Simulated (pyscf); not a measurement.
Elimination: `[SiH3][GeH3]` → `[SiH2]=[GeH2]` + `[H][H]`

Gas phase, singlet surface, charge 0. Bonds broken: Si1–H3, Ge2–H6. Bonds formed: H3–H6. Single points on ωB97X-D3(BJ)/def2-SVP structures (PySCF, gas phase).

Transition state (Å):

```xyz
8

Si    -0.4012     0.5444    -0.6540
Ge    -0.6142    -0.9864     1.0446
H      0.7038     1.0336     0.8532
H     -1.3911     0.7636    -1.7748
H      0.9288     0.4037    -1.3125
H      1.0099     0.2080     1.1643
H     -1.4124    -2.3224     1.0277
H     -0.9364    -0.2933     2.3787
```

One imaginary mode, 748i cm⁻¹; descent along it reached the two sides named.

| bond | change | reactant side (Å) | saddle | product side |
|---|---|---|---|---|
| Si1–H3 | breaks | 1.492 | 1.932 | 3.6 |
| Ge2–H6 | breaks | 1.537 | 2.020 | 3.6 |
| H3–H6 | forms | 3.7 | 0.934 | 0.760 |

Electronic energies relative to the reactant's lowest minimum found (kJ/mol):

```json
[
 {"level": "ωB97X-D3(BJ)/def2-TZVP", "barrier": "338.2", "reaction energy": "+219.2", "reverse barrier": "119.0"},
 {"level": "PBE/def2-TZVP", "barrier": "279.7", "reaction energy": "+186.5", "reverse barrier": "93.2"},
 {"level": "r²SCAN/def2-TZVP", "barrier": "306.4", "reaction energy": "+199.7", "reverse barrier": "106.8"},
 {"level": "B3LYP-D3(BJ)/def2-TZVP", "barrier": "308.0", "reaction energy": "+197.3", "reverse barrier": "110.7"},
 {"level": "PBE0-D3(BJ)/def2-TZVP", "barrier": "309.2", "reaction energy": "+208.1", "reverse barrier": "101.1"},
 {"level": "M06-2X/def2-TZVP", "barrier": "322.8", "reaction energy": "+201.0", "reverse barrier": "121.8"},
 {"level": "ωB97M-D3(BJ)/def2-TZVP", "barrier": "326.9", "reaction energy": "+211.8", "reverse barrier": "115.1"},
 {"level": "HF/def2-TZVP", "barrier": "414.8", "reaction energy": "+235.9", "reverse barrier": "178.9"}
]
```

With ωB97M-D3(BJ)/def2-TZVP energies and thermal terms (ideal gas, 1 atm, RRHO with modes under 100 cm⁻¹ raised to 100, one conformer, R ln 2 for chiral ones without a mode under 150 cm⁻¹), in kJ/mol:

| T (K) | ΔH‡ | ΔG‡ | ΔH | ΔG |
|---|---|---|---|---|
| 298 | 317.4 | 316.5 | +199.5 | +161.9 |
| 600 | 315.9 | 316.3 | +202.7 | +122.3 |
| 900 | 314.4 | 316.9 | +202.2 | +82.1 |
| 1200 | 312.8 | 317.9 | +199.8 | +42.3 |

The same reactants have a lower exit, to GeH₂ [singlet] + SiH₄ (highest point, the separated products, at +170.4 kJ/mol at ωB97M-D3(BJ)/def2-TZVP, against +326.9 kJ/mol here). H₂Si=GeH₂ may be a fragile minimum: a first optimisation, from another start, lost the drawn bonds. H₂Si=GeH₂ lies 33.1 kJ/mol over its isomer H₃Si–GeH: [singlet] (electronic energy, ωB97M-D3(BJ)/def2-TZVP). One saddle was located; it need not be the lowest between these sides. Elements up to Kr have no core potential and no relativistic terms here.
